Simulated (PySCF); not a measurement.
# Simulated absorption spectrum

Species: SiMe2H2, C₂H₈Si.
Geometry (PBE0-D3(BJ)/def2-SVP, Å), atoms numbered from 1 in this order:
```
atom  x, y, z in Å
Si1   -0.599   -0.004   -0.426
C2    -0.631   -0.001    1.455
H3    -1.663    0.022    1.837
H4    -0.102    0.880    1.853
H5    -0.140   -0.901    1.856
C6     1.167    0.004   -1.074
H7     1.188   -0.012   -2.174
H8     1.721   -0.875   -0.710
H9     1.702    0.906   -0.737
H10   -1.329    1.198   -0.943
H11   -1.315   -1.218   -0.937
```

Theory: PySCF, TDDFT CAM-B3LYP/def2-SVPD, vertical, gas phase, core orbitals frozen in the response.

Broadening: Gaussians 0.5 eV wide at half height, area fixed by f = 4.319×10⁻⁹ ∫ε dν̃. The width is an assumption, not a result. The curve ends short of the highest state used, and states not computed would add to its high-energy end.

(λ (nm), ε (L mol⁻¹ cm⁻¹)): (135.7, 11697), (136.9, 9982), (138.1, 9401), (139.3, 9484), (140.5, 9699), (141.7, 9726), (142.9, 9503), (144.1, 9105), (145.3, 8608), (146.5, 8016), (147.7, 7282), (148.9, 6369), (150.1, 5296), (151.3, 4148), (152.5, 3041), (153.7, 2080), (154.9, 1326), (156.1, 788), (157.3, 437), (158.5, 227), (159.7, 110), (160.9, 50), (162.1, 22), (163.3, 9)

(1) Locate the maxima and give the states behind the curve.

(2) Coming from long wavelengths, where does ε first pass 100 L mol⁻¹ cm⁻¹?

## Answers

(1) 141 nm (8.78 eV), ε about 9700, made up of S3 (20%), S5 (12%) and S6 (52%) (hardly more than a shoulder) (ε in L mol⁻¹ cm⁻¹; maxima over ε = 5, shares over 10%). At its high-energy end, 9.13 eV, the curve is still rising (ε about 12000, from S6, S7 and S8). The states used: S1 8.34 eV (f 0.081); S2 8.57 eV (f 0.020); S3 8.60 eV (f 0.050); S4 8.78 eV (f 0.0000); S5 8.85 eV (f 0.023); S6 8.86 eV (f 0.101); S7 9.24 eV (f 0.050); S8 9.42 eV (f 0.247); S9 9.52 eV (f 0.101); S10 9.73 eV (f 0.013).

(2) At about 160 nm (7.76 eV), 0.58 eV below S1.
